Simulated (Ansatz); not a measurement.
I need a ladder of basis sets of CH3NSi, SMILES C1=N[SiH2]1. Use Ansatz 0.2.0, Python API. Use (for the species named): Hartree-Fock, cc-pVDZ basis, multiplicity 1. The script varies basis: cc-pVDZ, cc-pVTZ.

```xyz
6

C    -0.4118   -0.9813   -0.1186
N     0.7376   -0.8962    0.2569
Si   -0.0250    0.7420   -0.0281
H    -1.0951   -1.7283   -0.3466
H     0.8080    1.3630   -1.1135
H     0.0284    1.4367    1.3036
```

Script `basis_ch3nsi.py`:
```python
"""Basis-set convergence for CH3NSi."""

import ansatz as az

geometry_ang = [
    ("C", (-0.4118, -0.9813, -0.1186)),
    ("N", (0.7376, -0.8962, 0.2569)),
    ("Si", (-0.025, 0.742, -0.0281)),
    ("H", (-1.0951, -1.7283, -0.3466)),
    ("H", (0.808, 1.363, -1.1135)),
    ("H", (0.0284, 1.4367, 1.3036)),
]
ch3nsi = az.Crystal.molecule()
for symbol, xyz in geometry_ang:
    ch3nsi = ch3nsi.atom(symbol, xyz)

calculation = ch3nsi.calculation().functional("hf")

energies = {}
for basis in ["cc-pVDZ", "cc-pVTZ"]:
    rep = calculation.basis(gaussian=basis).run().report
    size = rep["n_frozen"] + rep["n_occupied"][0] + rep["n_virtual"][0]
    energies[basis] = (rep["reference_energy_ev"] / 27.211386246, rep["free_energy_ev"] / 27.211386246)
    print(f"{basis:14s} {size:4d} orbitals  reference {energies[basis][0]:14.6f} Ha  total {energies[basis][1]:14.6f} Ha")

last = energies["cc-pVTZ"][1]
for basis, (_, total) in energies.items():
    print(f"{basis:14s} lies {27.211386 * (total - last):9.4f} eV above cc-pVTZ")
```

```console
$ python basis_ch3nsi.py
cc-pVDZ          61 orbitals  reference    -382.908471 Ha  total    -382.908471 Ha
cc-pVTZ         136 orbitals  reference    -382.955990 Ha  total    -382.955990 Ha
cc-pVDZ        lies    1.2931 eV above cc-pVTZ
cc-pVTZ        lies    0.0000 eV above cc-pVTZ
```

Against cc-pVDZ: cc-pVTZ -47.5 mHa. The last step alone is -47.52 mHa. From the first set to the last the time grows from 0.7 to 2.0 s.

Notes:
- The drop along the ladder measures the basis error, and is no property of the molecule.
- The geometry is a force-field or estimated start, not a minimum of this method, and the last set is no limit. Much of the fall in a total is atomic energy, which cancels in bond and reaction energies.
- For Al to Cl the sets with a tight d function, cc-pV(X+d)Z, are usual.
- Run time: 3.4 s on 1 thread of Arm Neoverse N1, with other jobs on the host, peak memory 0.26 GiB.
